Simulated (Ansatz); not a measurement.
Ansatz (an electronic-structure program) input (B3LYP/cc-pVQZ):

Ansatz 0.2 input:
```yaml
crystal:
  periodic: [false, false, false]
  atoms:
    - {symbol: C, position_ang: [0.24243516, -0.19849135, -1.22253028]}
    - {symbol: C, position_ang: [-0.03825523, -0.01277160, 0.02051421]}
    - {symbol: H, position_ang: [-0.23057535, -0.63963619, -2.07626433]}
    - {symbol: O, position_ang: [-0.12431303, 0.23840173, 1.16104509]}
basis:
  gaussian:
    orbitals: cc-pVQZ
hamiltonian:
  xc: {name: B3LYP}
magnetization: {spin_polarized: true, initial_magnetization: 1}
```

Output:

```
Functional definition: B3LYP
integrals: 0.05 GiB planned
599 factors; their error is unknown
mean field: 0.85 GiB planned
mean field evaluation 1: about -4132.9350 eV, gradient 2.9e1 eV
mean field evaluation 2: about -4132.5489 eV, gradient 3.1e1 eV
mean field evaluation 4: about -4136.0647 eV, gradient 2.5e0 eV
mean field evaluation 8: about -4136.0954 eV, gradient 5.2e-2 eV
mean field evaluation 16: about -4136.0918 eV, gradient 7.6e-5 eV
mean field -4136.09184778 eV, -151.9985718623 hartree, gradient 1.8e-5 eV, S^2 0.757778; 1 other end points of the search recorded, 0 dependent functions left out
reference -4136.09203847 eV, -151.9985788698 hartree; 11, 10 occupied and 184, 185 virtual orbitals, 599 factors
Total energy: -4136.09203847 eV, -151.9985788698 hartree
```
